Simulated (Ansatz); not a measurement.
**What a trial cell of Na relaxes into**

The calculation used DFT PBEsol, scalar-relativistic, plane waves, PAW in Ansatz 0.2.0. Cutoff 420 eV, Γ-centred k mesh, Gaussian smearing, no spin polarisation in the final step.

A relaxed cell is given with its space group left out.

```
CELL_PARAMETERS angstrom
3.59330 0.00000 0.00000
-1.79665 3.11189 0.00000
0.00000 0.00000 3.35749
ATOMIC_POSITIONS crystal
Na 0.00000 0.00000 0.00000
```

Energies count from the standard state of Na at the same level.

Question: What space group does it have?

Answer: P6/mmm (No. 191). Conventional cell: a = 3.593 Å, c = 3.357 Å. Around Na lie 2 Na at 3.36 Å and 6 Na at 3.59 Å.

Question: How far above the standard state of Na does it lie?

Answer: 0.07 eV/atom.

Question: Is it a metal?

Answer: Yes, bands cross the Fermi level on the 18×18×16 mesh.

The final run used a 18×18×16 mesh on its 1-atom cell and 0.10 eV smearing. The k mesh leaves about 4 meV/atom of noise in metals. The cell came from a trial start, so Na may not exist in this structure.